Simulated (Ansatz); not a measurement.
A structure drawn as `N[Si]S`, with this starting geometry:

Cartesian coordinates in Å:
```
N 1.299 -0.337 -0.248
Si -0.141 -1.017 0.146
S -1.404 0.673 0.231
H 1.188 0.244 -1.120
H 1.610 0.390 0.409
H -2.552 0.047 0.582
```

The species carries charge 0 and has multiplicity 1.

**Question.** Relax it with Ansatz at PBE-D4/def2-SVP and then PBE0-D4/def2-TZVP. Is the drawn bonding still there?

**Answer.** Yes, every drawn bond is still there and no new one forms.

**Question.** Give the relaxed structure. (Best estimate.)

**Answer.** Ansatz gave: 
Z-matrix (Å, degrees):
```
N
Si 1 1.708
H 1 1.008 2 120.0
H 1 1.009 2 127.9 3 180.0
S 2 2.160 1 97.2 3 180.0
H 5 1.342 2 93.7 1 180.0
```
All modes are real.

Atoms count as bonded under 1.1 times the sum of their covalent radii (H–H under 0.85 Å, pairs among N, O and F under 1.55 Å), and a drawn bond as lost past 1.3 times.
